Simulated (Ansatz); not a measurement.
The input, for Ansatz 0.2.0:

```yaml
crystal:
  periodic: [false, false, false]
  atoms:
    - {symbol: Si, position_ang: [0.000000, 0.000000, 0.000000]}
    - {symbol: Si, position_ang: [0.000000, 0.000000, 2.171800]}
basis:
  gaussian: {orbitals: aug-cc-pVTZ}
magnetization: {spin_polarized: true, initial_magnetization: 2}
correlation: {method: ccsdt_q, electrons: outside_noble_gas}
```

```sh
$ ansatz run in.yaml --threads 2 --pin off --events-out ev --progress --plain --max-ram 24576MiB --backend cuda --devices 0, --max-vram 18GiB
```

Log:

```
1111 factors; integrals over basis functions are off by at most 1.3e-7 eV
mean field evaluation 1: about -15720.9263 eV, gradient 5.5e0 eV
mean field evaluation 2: about -15721.1553 eV, gradient 5.5e0 eV
mean field evaluation 4: about -15721.6033 eV, gradient 7.6e-1 eV
mean field evaluation 8: about -15721.6200 eV, gradient 1.0e-4 eV
mean field evaluation 16: about -15721.6200 eV, gradient 8.3e-3 eV
mean field evaluation 32: about -15721.6805 eV, gradient 6.1e-1 eV
mean field evaluation 64: about -15722.0887 eV, gradient 7.1e-1 eV
mean field evaluation 96: about -15721.6200 eV, gradient 7.8e-4 eV
mean field evaluation 128: about -15722.1479 eV, gradient 1.4e-1 eV
mean field evaluation 160: about -15722.1510 eV, gradient 1.3e-1 eV
...
cycle   8  -6.02611654 eV  change    2.8e-4 eV  update   5.3e-4
cycle   9  -6.02680316 eV  change   -6.9e-4 eV  update   2.3e-4
cycle  10  -6.02657426 eV  change    2.3e-4 eV  update   1.1e-4
cycle  11  -6.02653494 eV  change    3.9e-5 eV  update   5.5e-5
cycle  12  -6.02660302 eV  change   -6.8e-5 eV  update   2.2e-5
cycle  13  -6.02662747 eV  change   -2.4e-5 eV  update   1.0e-5
cycle  14  -6.02664075 eV  change   -1.3e-5 eV  update   4.2e-6
cycle  15  -6.02664224 eV  change   -1.5e-6 eV  update   2.0e-6
cycle  16  -6.02663934 eV  change    2.9e-6 eV  update   1.1e-6
cycle  17  -6.02663902 eV  change    3.2e-7 eV  update   5.6e-7
perturbative correction -0.04693484 eV, -0.0017248235 hartree
Total energy: -15727.69359862 eV, -577.9820791358 hartree
```

Ran on 2 threads of AMD EPYC 7R13 with a shared H100 80 GB, shared host: 25 s wall, 0.91 GiB peak host memory.
